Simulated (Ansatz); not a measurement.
Z-matrix (Å, degrees):
```
C
N 1 1.397
O 1 1.455 2 116.2
O 1 1.431 2 111.6 3 -102.1
C 1 1.508 2 111.8 3 129.7
C 1 1.976 2 129.7 3 -52.6
H 2 1.010 1 112.4 3 40.1
H 2 1.009 1 113.4 3 -87.2
H 5 1.092 1 110.3 2 -62.9
H 5 1.089 1 109.6 2 177.7
H 5 1.090 1 109.9 2 57.6
H 6 1.097 1 130.1 2 2.9
H 6 1.099 1 119.5 2 -175.8
```

Total charge 0; spin multiplicity 1.

Question: List the ωB97M-V/def2-TZVPP orbital energies in eV (the Gaussian-basis code of Ansatz). (Estimate.)

Answer: Ansatz gave: Occupied: -526.26, -526.16, -394.57, -285.20, -284.10, -281.36, -34.39, -29.63, -28.17, -23.74, -21.58, -18.44, -17.45, -17.11, -16.98, -16.05, -14.66, -13.86, -13.45, -13.25, -11.73, -11.49, -10.20, -9.75. Lowest empty: 2.42, 3.42, 3.56, 3.75, 4.34, 4.70, 5.12, 5.27.
